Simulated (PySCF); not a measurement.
# B: electron affinity

B- [He] 2s2 2p2 (3P) → B [He] 2s2 2p1 (2P), as a difference of total energies. Calculation: PySCF 2.14, in dyall-acv3z (15s9p4d2f, 76 functions); scalar relativity by spin-free X2C-1e. Correlated levels: valence: 1s2 frozen; virtual orbitals above 40 to 60 times the deepest correlated orbital energy dropped. The calculations carry no spin-orbit coupling.

```tsv
method	electron affinity (eV)	error (eV)
UHF	-0.306	-0.586
MP2 (valence)	0.208	-0.072
SCS-MP2 (valence)	0.058	-0.222
CCSD (valence)	0.169	-0.111
CCSD(T) (valence)	0.235	-0.045
```

Reference: 0.280 eV (measured; photodetachment measurements, as compiled on the Wikipedia data page of electron affinities).

Errors of the correlated levels include the incompleteness of this basis and the frozen core.

A negative affinity means that the anion lies above the atom at that level of theory.
